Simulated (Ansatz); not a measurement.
CaB6-type CaB6, treated with PBEsol-D3(BJ) (Ansatz, a program for electronic structure, plane waves, PAW).

Run with plane-wave cutoff 520 eV, 8×8×8 k mesh, Fermi–Dirac smearing 0.01 eV, scalar-relativistic PAW data made under PBE.

Energies at three volumes about the minimum:

| V (Å³/atom) | E − E_lowest (meV/atom) |
|---|---|
| 9.652 | 1.96 |
| 9.849 | 0.00 |
| 10.046 | 1.86 |

Problem. Fit a parabola by hand: where is the minimum, what lattice constant follows, and what is the bulk modulus?

Solution. Slopes: (0.00 − 1.96)/(9.849 − 9.652) = -9.949 and (1.86 − 0.00)/(10.046 − 9.849) = 9.442 meV/Å³. Curvature E″ = 2 × (9.442 − (-9.949))/(10.046 − 9.652) = 98.431 meV/Å⁶. From the middle of the first interval, the slope vanishes at V0 = 9.7505 − (-9.949)/98.431 = 9.852 Å³/atom. B = V0 E″ = 9.852 × 98.431 meV/Å³ × 0.1602 GPa per meV/Å³ = 155 GPa. With 7 atoms in the cube, a = (7 × 9.852)^(1/3) = 4.101 Å. The full Birch–Murnaghan fit to all volumes gives V0 = 9.849 Å³/atom and B0 = 156 GPa.

Shape and atoms are relaxed at each volume.

Measured, for comparison: bulk modulus 170 ± 5 GPa (room temperature, not corrected to a static lattice; as tabulated in Structural stability and vibrational characteristics of CaB6 under high …); lattice constant a 4.151 Å (temperature not stated, not corrected to a static lattice; as tabulated in Singh (2010), arXiv:1009.1807). Computed (rounded) less measured: bulk modulus -8 %.

Note: the gap of the solid is closed in this run; this level leaves the solid without a gap, although one is measured; the bulk modulus comes from volumes at which shape and atoms were relaxed.
